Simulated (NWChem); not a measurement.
# Ionisation of F (-1)

```
F
```
Charge -1, spin multiplicity 1.

Everything below was run with NWChem.

Basis set: def2-TZVPD. −ε marks an orbital energy of the parent.

B3LYP has NWChem's definition, with VWN1-RPA local correlation.

Task: One of these methods gave a first vertical ionisation energy of 4.93 eV. Which?
(A) −ε(HOMO) of BHandHLYP
(B) −ε(HOMO) of BP86
(C) −ε(HOMO) of HF
(D) −ε(HOMO) of B3LYP

Result: C, −ε(HOMO) of HF. The others give 0.00 (−ε(HOMO) of B3LYP), 1.97 (−ε(HOMO) of BHandHLYP), -1.35 (−ε(HOMO) of BP86).
